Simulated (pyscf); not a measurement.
Optimised with ωB97X-D3(BJ)/def2-SVPD in PySCF.

Q: PBE/def2-TZVPD puts the barrier of fluoride (F⁻) + H₃C–CH₂–CH₂–Cl -> hydrogen fluoride (HF) + cyclopropane (SMILES C1CC1) + chloride (Cl⁻) (concerted two-bond exchange; singlet surface; C–H, C–Cl broken, F–H, C–C formed) at -12.6 kJ/mol and the reaction energy at -45.3 kJ/mol, from the separated reactants. What do r²SCAN/def2-TZVPD, M06-2X/def2-TZVPD, ωB97M-D3(BJ)/def2-TZVPD give on the same structures?

A: r²SCAN: ΔE‡ = -10.9 kJ/mol, ΔE = -53.1 kJ/mol; M06-2X: ΔE‡ = 19.5 kJ/mol, ΔE = -71.7 kJ/mol; ωB97M-D3(BJ): ΔE‡ = 37.2 kJ/mol, ΔE = -52.2 kJ/mol. PBE's barrier lies under all of them, by 1.7 to 49.8 kJ/mol. Its reaction energy lies over all of them, by 6.9 to 26.4 kJ/mol. On the reactant side the descent ends in a bound adduct, 53.3 kJ/mol under the separated species and 106.0 kJ/mol under the saddle at ωB97X-D3(BJ)/def2-TZVPD. On the product side the descent ends in a bound adduct (not fully relaxed), 54.6 kJ/mol under the separated species and 148.7 kJ/mol under the saddle at ωB97X-D3(BJ)/def2-TZVPD. At PBE, r²SCAN the saddle lies under the separated reactants, which points to a path from their complex (located at ωB97X-D3(BJ) alone). At ωB97X-D3(BJ)/def2-TZVPD the barrier from the zero used here is 52.7 kJ/mol. cyclopropane lies 27.5 kJ/mol over its isomer H₂C=CH–CH₃ (electronic energy, ωB97M-D3(BJ)/def2-TZVPD). One saddle was located; it need not be the lowest between these sides.
